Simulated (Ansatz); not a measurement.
MgS₂, relaxed as a singlet with RKS PBE-D4/def2-TZVP in Ansatz, starting from the GFN1-xTB geometry. Force threshold 0.02 eV/Å.

The restricted singlet is unstable: a solution with broken spin symmetry lies lower. An occupied level of the charge 0 singlet lies above an empty one (by up to 0.07 eV), so this SCF solution is probably not the lowest. At PBE-D4/def2-TZVP a triplet of charge 0 lies 0.32 eV below the restricted singlet, each at its own geometry. The structure comes from a short search, and lower isomers may exist.

Start:

```xyz
3

Mg    0.4373    1.1458    0.2962
S     0.8076   -0.8560   -0.5711
S    -1.2449   -0.2898    0.2750
```

(1) Estimate the energy that the relaxation releases and the steps that it takes.

(2) Does the start keep its bonding and symmetry?

(3) Predict the relaxed structure.

## Answers

(1) 1.6 kJ/mol, in 4 steps; 6 s on 4 threads of Intel Xeon Platinum 8259CL on a shared host. No frequencies were taken in this run, so the end may be a saddle point.

(2) By distances, no bond broke or formed. The bond that changes most is Mg1–S3, from 2.21 to 2.25 Å (atoms count from 1). Point group C2v at the start, C2v at the end, both within 0.05 Å.

(3) 
Cartesian coordinates in Å:
```
Mg 0.448 1.173 0.303
S 0.802 -0.869 -0.574
S -1.250 -0.304 0.271
```
Bond lengths: 2 × Mg–S 2.25 Å; 1 × S–S 2.29 Å.
